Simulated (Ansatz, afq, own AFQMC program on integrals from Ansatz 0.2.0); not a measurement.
# Where AFQMC and coupled cluster stand for BNH, doublet

```
atom   x (Å)   y (Å)    z (Å)
   B  0.0000  0.0000   1.1532
   N  0.0000  0.0000  -0.0803
   H  0.0000  0.0000  -1.0729
```

Connectivity, by distances: B–NH.

Basis cc-pVDZ. Only valence electrons are correlated. AFQMC by an in-house program on the Cholesky factors that Ansatz 0.2.0 writes for its CCSD(T) run. ph-AFQMC/CISD is guided by a CISD state made of CCSD amplitudes; releasing the constraint for a short imaginary time cuts its bias at the price of noise, slowly where states lie close. Error bars are statistical, one sigma.

Determinant: UHF, the one that the program's search chose, which needn't be the lowest solution. The geometry is a PBE0/def2-TZVP stationary point of this or a neighbouring charge and spin state.

No full CI on the walks' own integrals is used here; CCSDT(Q) serves as the reference and is uncertain by about the last step of the cluster series.

Cautions: unrestricted determinant slightly spin contaminated (⟨S²⟩ 0.85 against 0.75).

* T1 diagnostic: 0.0304
* weight of the determinant in the CISD state: 0.891
* ⟨S²⟩ of the determinant: 0.846
* size of the correlated space: 9 electrons in 31 orbitals

Reference: CCSDT(Q), correlation energy -6.625 eV. The released energy is read at 2.40 1/Eh (meV from the phaseless value at times in 1/Eh: -28 ± 15 at 0.24, -32 ± 13 at 0.51, -37 ± 15 at 0.99, -38 ± 15 at 1.62, -27 ± 21 at 2.40).

| level | E − E(reference) (kJ/mol) | share of correlation (%) |
| --- | --- | --- |
| HF | 639.2 | 0.00 |
| MP2 | 67.2 | 89.49 |
| CCSD | 28.2 | 95.58 |
| CCSD(T) | 4.9 | 99.23 |
| CCSDT | 2.4 | 99.63 |
| ph-AFQMC/HF | -5.2 ± 8.3 | 100.81 |
| ph-AFQMC/CISD | 4.4 ± 1.5 | 99.32 |
| released AFQMC | 1.7 ± 2.0 | 99.73 |

A walk keeps the symmetry of its determinant, which the program's search chose and which needn't be the lowest solution, so a lower state of the same spin and another symmetry isn't excluded. Released energies are given only where the last usable release times agree within the noise; a slower fall can still hide under it.
